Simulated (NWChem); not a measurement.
All runs are NWChem calculations. System: H2S, charge 0, spin multiplicity 1, displaced from the optimised geometry.

Job file:

```
start mol
memory heap 200 mb stack 900 mb global 1100 mb
geometry units angstroms nocenter noautoz noautosym
  S      0.000000     0.000000     0.105588
  H     -0.973994     0.000000    -0.844700
  H      2.434984     0.000000    -2.270132
end
basis spherical
  * library cc-pvdz
end
dft
  xc xpbe96 cpbe96
  semidirect memsize 60000000 filesize 0
  iterations 100
end
task dft energy
```

The output up to the point where the run's verdict is printed (cleaned and shortened):

```
             Northwest Computational Chemistry Package (NWChem) 7.3.0
             --------------------------------------------------------

                                NWChem Input Module
                                -------------------

 Scaling coordinates for geometry "geometry" by  1.889725989
 (inverse scale =  0.529177249)

                             Geometry "geometry" -> ""
                             -------------------------

 Output coordinates in angstroms (scale by  1.889725989 to convert to a.u.)

  No.       Tag          Charge          X              Y              Z
 ---- ---------------- ---------- -------------- -------------- --------------
    1 S                   16.0000     0.00000000     0.00000000     0.10558800
    2 H                    1.0000    -0.97399400     0.00000000    -0.84470000
    3 H                    1.0000     2.43498400     0.00000000    -2.27013200

 Effective nuclear repulsion energy (a.u.)       8.8541047306

            Nuclear Dipole moment (a.u.)
            ----------------------------
        X                 Y               Z
 ---------------- ---------------- ----------------
     2.7608707721     0.0000000000    -2.6936607775


 Summary of "ao basis" -> "" (spherical)
 ------------------------------------------------------------------------------
       Tag                 Description            Shells   Functions and Types
 ---------------- ------------------------------  ------  ---------------------
 *                          cc-pvdz                   on all atoms

  pbe96 is a nonlocal functional; adding pw91lda local functional.

                                 NWChem DFT Module
                                 -----------------

 Summary of "ao basis" -> "ao basis" (spherical)
 ------------------------------------------------------------------------------
       Tag                 Description            Shells   Functions and Types
 ---------------- ------------------------------  ------  ---------------------
 S                          cc-pvdz                  8       18   4s3p1d
 H                          cc-pvdz                  3        5   2s1p
[...]
 d= 0,ls=0.5,diis    52   -398.9953172451 -2.05D-02  1.35D-03  9.47D-02     4.7
 d= 0,ls=0.5,diis    53   -399.0031616747 -7.84D-03  1.05D-03  7.53D-02     4.8
 d= 0,ls=0.5,diis    54   -399.0084870721 -5.33D-03  8.47D-04  6.19D-02     4.8
 d= 0,ls=0.5,diis    55   -399.0124421917 -3.96D-03  6.26D-04  5.14D-02     4.9
 d= 0,ls=0.5,diis    56   -399.0150285853 -2.59D-03  3.48D-04  4.47D-02     5.0
 d= 0,ls=0.5,diis    57   -399.0161389367 -1.11D-03  2.85D-04  4.22D-02     5.1
 d= 0,ls=0.5,diis    58   -399.0171897552 -1.05D-03  3.33D-04  3.94D-02     5.1
 d= 0,ls=0.5,diis    59   -399.0184747744 -1.29D-03  2.82D-04  3.56D-02     5.2
 d= 0,ls=0.5,diis    60   -399.0195119527 -1.04D-03  3.58D-04  3.25D-02     5.3
 d= 0,ls=0.5,diis    61   -399.0207983479 -1.29D-03  2.26D-04  2.85D-02     5.4
 d= 0,ls=0.5,diis    62   -399.0213238810 -5.26D-04  1.71D-04  2.73D-02     5.4
 d= 0,ls=0.5,diis    63   -399.0218618679 -5.38D-04  1.86D-04  2.57D-02     5.5
 d= 0,ls=0.5,diis    64   -399.0224568407 -5.95D-04  1.09D-04  2.38D-02     5.6
 d= 0,ls=0.5,diis    65   -399.0226128142 -1.56D-04  1.68D-04  2.36D-02     5.7
 d= 0,ls=0.5,diis    66   -399.0231332446 -5.20D-04  1.65D-04  2.18D-02     5.7
 d= 0,ls=0.5,diis    67   -399.0236295408 -4.96D-04  1.52D-04  2.02D-02     5.8
 d= 0,ls=0.5,diis    68   -399.0240499364 -4.20D-04  1.83D-04  1.88D-02     5.9
 d= 0,ls=0.5,diis    69   -399.0245535587 -5.04D-04  7.14D-05  1.72D-02     6.0
 d= 0,ls=0.5,diis    70   -399.0246413013 -8.77D-05  5.71D-05  1.71D-02     6.0
 d= 0,ls=0.5,diis    71   -399.0247666725 -1.25D-04  6.61D-05  1.67D-02     6.1
 d= 0,ls=0.5,diis    72   -399.0249377085 -1.71D-04  6.93D-05  1.62D-02     6.2
 d= 0,ls=0.5,diis    73   -399.0251153397 -1.78D-04  6.94D-05  1.56D-02     6.3
 d= 0,ls=0.5,diis    74   -399.0252895554 -1.74D-04  9.87D-05  1.50D-02     6.4
 d= 0,ls=0.5,diis    75   -399.0255346883 -2.45D-04  9.09D-05  1.42D-02     6.4
 d= 0,ls=0.5,diis    76   -399.0257535281 -2.19D-04  9.23D-05  1.35D-02     6.5
 d= 0,ls=0.5,diis    77   -399.0259580119 -2.04D-04  1.03D-04  1.29D-02     6.6
 d= 0,ls=0.5,diis    78   -399.0261945397 -2.37D-04  8.62D-05  1.21D-02     6.7
 d= 0,ls=0.5,diis    79   -399.0263817211 -1.87D-04  9.69D-05  1.15D-02     6.8
 d= 0,ls=0.5,diis    80   -399.0265906269 -2.09D-04  1.09D-04  1.08D-02     6.9
 d= 0,ls=0.5,diis    81   -399.0268187985 -2.28D-04  1.06D-04  1.00D-02     6.9
 d= 0,ls=0.5,diis    82   -399.0270333355 -2.15D-04  1.28D-04  9.32D-03     7.0
 d= 0,ls=0.5,diis    83   -399.0272828343 -2.49D-04  7.95D-05  8.49D-03     7.1
 d= 0,ls=0.5,diis    84   -399.0274148564 -1.32D-04  8.22D-05  8.10D-03     7.2
 d= 0,ls=0.5,diis    85   -399.0275619745 -1.47D-04  8.10D-05  7.62D-03     7.3
 d= 0,ls=0.5,diis    86   -399.0277028049 -1.41D-04  8.11D-05  7.17D-03     7.3
 d= 0,ls=0.5,diis    87   -399.0278398255 -1.37D-04  8.25D-05  6.72D-03     7.4
 d= 0,ls=0.5,diis    88   -399.0279753005 -1.35D-04  8.09D-05  6.28D-03     7.5
 d= 0,ls=0.5,diis    89   -399.0281039527 -1.29D-04  8.17D-05  5.85D-03     7.6
 d= 0,ls=0.5,diis    90   -399.0282286661 -1.25D-04  9.07D-05  5.45D-03     7.7
 d= 0,ls=0.5,diis    91   -399.0283633778 -1.35D-04  9.61D-05  5.00D-03     7.8
 d= 0,ls=0.5,diis    92   -399.0284997089 -1.36D-04  7.88D-05  4.55D-03     7.8
 d= 0,ls=0.5,diis    93   -399.0286035503 -1.04D-04  8.48D-05  4.22D-03     7.9
 d= 0,ls=0.5,diis    94   -399.0287119149 -1.08D-04  7.87D-05  3.86D-03     8.0
 d= 0,ls=0.5,diis    95   -399.0288098407 -9.79D-05  7.45D-05  3.54D-03     8.1
 d= 0,ls=0.5,diis    96   -399.0288981385 -8.83D-05  7.72D-05  3.24D-03     8.1
 d= 0,ls=0.5,diis    97   -399.0289861344 -8.80D-05  6.54D-05  2.95D-03     8.2
 d= 0,ls=0.5,diis    98   -399.0290560849 -7.00D-05  6.28D-05  2.73D-03     8.3
 d= 0,ls=0.5,diis    99   -399.0291210192 -6.49D-05  5.98D-05  2.52D-03     8.4
 d= 0,ls=0.5,diis   100   -399.0291806119 -5.96D-05  5.78D-05  2.32D-03     8.4
```

The run did not converge; its last values are not results. The next line reads: Calculation failed to converge. NWChem stopped with the message: dft energy failed.
